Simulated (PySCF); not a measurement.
CHO, SMILES O=[CH] (connectivity only; charge and spin as stated), charge +1, multiplicity 1. Atoms are numbered in the order given.

```xyz
3

C      0.0000     0.0000     0.5157
O      0.0000     0.0000    -0.5883
H      0.0000     0.0000     1.6126
```
Charge +1, spin multiplicity 1.

Geometry optimised at r2SCAN-D4/def2-TZVPD. The isomer is the one that the SMILES or the coordinates give; other isomers of the formula were not compared.

Method: PySCF with PBE/def2-TZVPD.

Gas-phase values at a fixed geometry.

Computed frontier levels, gap, dipole moment and polarisability:
```yaml
highest_occupied_level: -21.21 eV
lowest_empty_level: -11.47 eV
orbital_gap: 9.74 eV
dipole_moment_about_the_centre_of_nuclear_charge: 3.56 D
mean_static_polarisability: 9.8 bohr³ (1.45 Å³)
polarisability_principal_values: 7.8, 7.8, 13.9 bohr³
```
